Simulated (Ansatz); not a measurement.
# O–B–SiH, singlet: reading a ladder of total energies

Geometry: displaced at random from a stationary point.

```xyz
4

O    -0.0225    0.0049    1.9462
B    -0.0233    0.0063    0.7299
Si    0.0246   -0.0555   -1.3399
H    -0.0782    1.4015   -1.3864
```

Basis cc-pVDZ; Ansatz 0.2.0. Correlated methods freeze the noble-gas cores, which leaves 14 electrons in 44 orbitals. R marks a restricted (for open shells ROHF) determinant.

Full CI isn't at hand for all of this; RCCSDT(Q) serves as the reference, and is uncertain by the last step of the cluster series or more.

RCCSD has a T1 diagnostic of 0.023 and a largest doubles amplitude of 0.10.

Runs differ by some tens of microhartree through their thresholds, so steps under 0.03 kcal/mol mean nothing.

```json
{"level": "RHF", "total energy (hartree)": "-389.049573"}
{"level": "RMP2", "total energy (hartree)": "-389.389544"}
{"level": "RCCSD", "total energy (hartree)": "-389.414647"}
{"level": "RCCSD(T)", "total energy (hartree)": "-389.427912"}
{"level": "RCCSDT", "total energy (hartree)": "-389.429019"}
{"level": "RCCSDT(Q)", "total energy (hartree)": "-389.430419"}
```

Question: What is the correlation energy at RCCSDT(Q), and what share of it do RMP2 and RCCSD recover?

Answer: E(corr) = -389.430419 − (-389.049573) = -0.380846 hartree = -10.363 eV. RMP2: -0.339971 / -0.380846 = 89.27 %. RCCSD: -0.365074 / -0.380846 = 95.86 %.

Question: By how many kcal/mol does RCCSD(T) miss RCCSDT(Q) (1 hartree = 627.509 kcal/mol), and which steps make up the rest?

Answer: -389.427912 − (-389.430419) = 0.002507 hartree = 1.57 kcal/mol. Steps: RCCSDT − RCCSD(T) = -0.69, RCCSDT(Q) − RCCSDT = -0.88 kcal/mol. Differences between like states or geometries often cancel part of this.
